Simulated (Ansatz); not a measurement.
SiMeH3 (CH₆Si). Charge 0, multiplicity 1. Geometry r2SCAN-D4/def2-TZVP.

```xyz
8

Si    0.319   -0.680    0.468
C    -0.355    0.758   -0.522
H    -0.508    0.473   -1.565
H     0.336    1.603   -0.499
H    -1.314    1.091   -0.118
H     0.544   -0.281    1.883
H     1.613   -1.144   -0.098
H    -0.635   -1.821    0.451
```

Estimate the orbital energies around the gap (eV) in Ansatz with HF/6-31G, HF/def2-TZVP, LDA (SPW92)/def2-TZVP, PBE-D4/def2-SVP, PBE0-D4/def2-TZVP.


```
orbital  HF/6-31G  HF/def2-TZVP  LDA (SPW92)/def2-TZVP  PBE-D4/def2-SVP  PBE0-D4/def2-TZVP
 HOMO−5    -19.38        -18.96                 -12.77           -12.64             -14.51
 HOMO−4    -15.41        -15.38                 -10.12           -10.00             -11.61
 HOMO−3    -15.41        -15.38                 -10.12           -10.00             -11.61
 HOMO−2    -12.60        -12.73                  -8.00            -7.94              -9.35
 HOMO−1    -12.59        -12.73                  -8.00            -7.94              -9.35
   HOMO    -12.33        -12.42                  -8.00            -7.87              -9.22
   LUMO      4.26          3.22                  -0.25             0.44               0.69
 LUMO+1      5.45          4.46                   0.64             1.23               1.67
 LUMO+2      5.45          4.46                   0.64             1.23               1.67
 LUMO+3      7.19          4.82                   1.07             2.24               2.08
 LUMO+4      7.86          5.55                   1.76             2.54               2.73
 LUMO+5      7.86          5.98                   1.91             2.76               2.92
```
